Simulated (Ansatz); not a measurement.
# C₂HFO (SMILES O=C=CF): functionals against CCSD(T) at one geometry

An exercise on one series of results from a longer session: the logs are not shown, and one member is left open.

Program: Ansatz 0.2.0, Gaussian basis. Level of theory: single points in def2-TZVPP. These are calculated values, not measurements.

Correlated methods freeze the cores.

**Where the work starts**

SMILES `O=C=CF`, 5 atoms, charge 0, spin multiplicity 1.

Atoms are counted from 1 here; the program's logs count them from 0.

Bond lengths: O1–C2 1.183 Å, C2–C3 1.285 Å, C3–F4 1.351 Å, C3–H5 1.098 Å. Angles: O1–C2–C3 173.4°, C2–C3–F4 120.7°, C2–C3–H5 118.4°, F4–C3–H5 119.3°.

As a file:

```xyz
5

O     0.62010   -1.28900    1.33590
C     0.25120   -0.53170    0.50530
C    -0.16620    0.38860   -0.28810
F    -1.14010    0.13390   -1.18880
H     0.43050    1.30480   -0.38590
```

The first run:

run/in.yaml reads:

```yaml
crystal:
  periodic: [false, false, false]
  atoms:
    - {symbol: O, position_ang: [0.620100, -1.289000, 1.335900]}
    - {symbol: C, position_ang: [0.251200, -0.531700, 0.505300]}
    - {symbol: C, position_ang: [-0.166200, 0.388600, -0.288100]}
    - {symbol: F, position_ang: [-1.140100, 0.133900, -1.188800]}
    - {symbol: H, position_ang: [0.430500, 1.304800, -0.385900]}
basis:
  gaussian: {orbitals: def2-TZVPP}
correlation: {method: ccsd_t}
output: {forces: true}
```

Started as:

```sh
$ ansatz run in.yaml --threads 4 --pin off --events-out ev --progress --plain --max-ram 5222MiB
```

Among the steps run: CCSD(T)/def2-TZVPP; PBE0-D4/def2-TZVPP; wB97M-V/def2-TZVPP; r2SCAN-D4/def2-TZVPP; PBE-D4/def2-TZVPP; LC-wPBE/def2-TZVPP; wB97X-V/def2-TZVPP.

One table of the session follows, with a row left open; its other results are not shown here.

| method | RMS force component (eV/Å) | angle to CCSD(T) forces (°) | dipole (D) |
| --- | --- | --- | --- |
| CCSD(T) | 1.302 | reference | 1.35 |
| PBE0-D4 | ? | ? | ? |
| wB97M-V | 1.387 | 13.6 | 1.40 |
| r2SCAN-D4 | 1.265 | 9.7 | 1.35 |
| PBE-D4 | 1.122 | 8.0 | 1.29 |
| LC-wPBE | 1.439 | 18.1 | 1.44 |
| wB97X-V | 1.394 | 12.2 | 1.42 |

Q: Estimate the row for PBE0-D4 from the others.

**Answer.** RMS force component (eV/Å): 1.405; angle to CCSD(T) forces (°): 15.3; dipole (D): 1.40. In the column «RMS force component (eV/Å)» it lies between wB97X-V (1.394) and LC-wPBE (1.439).
